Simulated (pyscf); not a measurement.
O=MoH(=O)–F + hydrogen fluoride (HF) -> O=Mo(=O)(F)–F + hydrogen (H₂) (four-centre exchange; singlet surface; H–Mo, F–H broken, F–Mo, H–H formed). Structures and frequencies: ωB97X-D3(BJ)/def2-SVP in PySCF. Energies in kcal/mol from the separated reactants.

```tsv
level	barrier	reaction energy
ωB97X-D3(BJ)/def2-TZVP	6.8	-26.5
PBE/def2-TZVP	1.5	-28.6
r²SCAN/def2-TZVP	1.0	-30.7
B3LYP-D3(BJ)/def2-TZVP	6.4	-27.0
PBE0-D3(BJ)/def2-TZVP	[?]	-25.3
M06-2X/def2-TZVP	[?]	[?]
```

**Question.** Complete the blanks.

**Answer.** 
- PBE0-D3(BJ)/def2-TZVP, barrier: 5.6
- M06-2X/def2-TZVP, barrier: 10.1
- M06-2X/def2-TZVP, reaction energy: -24.0

The functionals in the table span 9.2 kcal/mol in this barrier, from r²SCAN to M06-2X. On the reactant side the descent ends in a complex (not fully relaxed), 7.0 kcal/mol under the separated species and 13.9 kcal/mol under the saddle at ωB97X-D3(BJ)/def2-TZVP. This is the saddle that the search found; another between the same sides may lie lower. Elements past Kr carry the def2 core potentials, without spin-orbit coupling.
